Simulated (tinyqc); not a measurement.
Inside a calculation. Method: Hueckel theory of the pi electrons, for the molecule C=CN (SMILES; centres numbered as the heavy atoms are written). One step of it, computed by the program tinyqc.

Problem. Energy, charges, bond orders. E = sum n x; q_r = z_r - P_rr; bond order p = P_rs; free valence = sqrt(3) - sum of p over the bonds of the atom.

x values: 2.019597  0.640322  -1.159920

occupations: 2.000000  2.000000  0.000000

charge and bond-order matrix P, lower triangle:
```
           1C        2C        3N
1C   1.198731
2C   0.929408  0.921961
3N  -0.310977  0.360708  1.879308
```

Centres:
```
centre  z_r, pi electrons of the neutral centre         h
1C                                            1  0.000000
2C                                            1  0.000000
3N                                            2  1.500000
```

Bonds:
```
i  j         k
1  2         1
2  3  0.890000
```

Give: pi energy = 4 alpha + this times beta; pi charges; Bond orders and lengths from R = 1.517 - 0.180 p; free valence of the carbons; gap between the highest filled and the next level.

Solution.

pi energy = 4 alpha + this times beta = 5.3198

pi charges: 1C -0.1987, 2C 0.0780, 3N 0.1207

Bond orders and lengths from R = 1.517 - 0.180 p (angstrom, C-C alone):
```
bond       p       R
1-2   0.9294  1.3497
2-3   0.3607       -
```

free valence of the carbons: 1C 0.8026, 2C 0.4419

gap between the highest filled and the next level = 1.8002 |beta|
